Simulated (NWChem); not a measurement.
hydrogen isocyanide (CHN) in NWChem

SMILES: [C-]#[NH+]
```xyz
3

C      0.0000     0.0000     0.7490
N      0.0000     0.0000    -0.4352
H      0.0000     0.0000    -1.4477
```
Charge 0, spin multiplicity 1.

The numbers come from NWChem runs, not from measurements. The geometry was optimised at PBE/def2-SVP, a minimum by its harmonic frequencies.

Static limit.

Task: Give the polarisability tensor in bohr³ at HF/Sadlej pVTZ, in the frame of the coordinates, and its isotropic mean.

Result: 
```
15.06   0.00   0.00
 0.00  15.06   0.00
 0.00   0.00  22.92
```
Mean (one third of the trace): 17.68 bohr³.
